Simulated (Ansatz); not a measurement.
We consider hcp Co, described by PBE (Ansatz, a program for electronic structure, plane waves, PAW).

Run with plane-wave cutoff 520 eV, 24×24×14 k mesh (along the axes of the cell as run), Fermi–Dirac smearing 0.05 eV, spin-polarised with parallel moments, scalar-relativistic PAW data made under PBE.

Cell (measured lattice):

```cif
data_Co2
_chemical_formula_sum 'Co2'
_space_group_name_H-M_alt 'P 1'
_space_group_IT_number 1
_cell_length_a 2.50710
_cell_length_b 2.50710
_cell_length_c 4.07000
_cell_angle_alpha 90.000
_cell_angle_beta 90.000
_cell_angle_gamma 120.000
loop_
_space_group_symop_operation_xyz
  'x, y, z'
loop_
_atom_site_label
_atom_site_type_symbol
_atom_site_fract_x
_atom_site_fract_y
_atom_site_fract_z
_atom_site_occupancy
Co1 Co 0.33333 0.66667 0.25000 1
Co2 Co 0.66667 0.33333 0.75000 1
```
Starting moments (μB, in the order of the record's atoms Co Co): 1.8 1.8.

### Question
Predict the magnetic moment per atom (the cell's total over its atoms).

### Answer

- magnetic moment per atom (the cell's total over its atoms): 1.63 μB

The run finds no gap.

Note: cell and atoms aren't relaxed at this level (pressure -4.0 GPa).

Moments are spin moments.

Computed values are for the static lattice.
